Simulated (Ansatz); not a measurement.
Consider the hydrogenolysis of a C–C bond: `C=C(CC)CC` + H₂ → `C=C(C)CC` + CH₄.

Computed with Ansatz on PBE0-D4/def2-TZVP structures; ΔE is electronic, products minus reactants. CCSD(T)/CBS is the MP2 limit (def2-TZVPP, def2-QZVPP) plus CCSD(T) − MP2 in def2-TZVPP, frozen cores. This one scheme is used for every species. Functionals use def2-TZVPP. B3LYP here is the variant with VWN-RPA as its local correlation; programs differ in this. HSE06 is defined as in plane-wave codes. Each species was taken in one conformer, which may not be the lowest.

`C=C(CC)CC`:

```xyz
18

C     1.413   -1.341    0.883
C     0.534   -0.508    0.334
C     0.778    0.098   -1.020
C    -0.315   -0.211   -2.037
C    -0.737   -0.138    1.044
C    -0.895    1.360    1.282
H     2.331   -1.615    0.373
H     1.244   -1.778    1.862
H     1.741   -0.256   -1.395
H     0.869    1.186   -0.917
H    -0.441   -1.289   -2.159
H    -0.065    0.213   -3.012
H    -1.279    0.206   -1.736
H    -0.772   -0.668    1.999
H    -1.594   -0.497    0.462
H    -1.811    1.568    1.839
H    -0.949    1.916    0.343
H    -0.053    1.755    1.856
```

H₂:

```xyz
2

H    -0.004   -0.116   -0.355
H     0.004    0.116    0.355
```

`C=C(C)CC`:

Cartesian coordinates in Å:
```
C -0.599 -1.750 -0.554
C -0.148 -0.502 -0.482
C -0.668 0.578 -1.379
C 0.915 -0.107 0.502
C 0.446 0.911 1.536
H -0.214 -2.528 0.097
H -1.366 -2.037 -1.265
H -1.390 0.187 -2.097
H -1.157 1.371 -0.805
H 0.150 1.050 -1.933
H 1.281 -1.002 1.010
H 1.768 0.313 -0.047
H -0.408 0.527 2.099
H 1.245 1.137 2.246
H 0.145 1.852 1.072
```

CH₄:

Z-matrix (Å, degrees):
```
C
H 1 1.090
H 1 1.090 2 109.5
H 1 1.090 2 109.5 3 -120.0
H 1 1.090 2 109.5 3 120.0
```

Q: Is it downhill or uphill in electronic energy at CCSD(T)/CBS, and by how much? (An estimate is asked.)

A: The calculation gave: Downhill: ΔE = -16.5 kcal/mol.

Q: What do these levels give: B3LYP-D4, CAM-B3LYP-D4, ωB97M-V, r2SCAN0, HSE06, MP2/def2-QZVPP? (Estimate.)

A: The calculation gave: B3LYP-D4 -17.7, CAM-B3LYP-D4 -18.0, ωB97M-V -17.0, r2SCAN0 -18.2, HSE06 -18.6, MP2/def2-QZVPP -15.6 kcal/mol.

Largest T1 diagnostic among the species: 0.010.

The D4 term adds +2.6 kcal/mol with B3LYP and +1.5 kcal/mol with PBE0; it sums over pairs of atoms, weighted by their polarisabilities, and B3LYP, whose exchange is more repulsive, gets the larger term. Leaving LDA and LC-ωPBE aside and taking each functional with its dispersion term where it has one, the values, not all of them listed here, spread over 3.5 kcal/mol, from B97M-V to revPBE-D4. LDA lies +2.6 kcal/mol from PBE without D4.
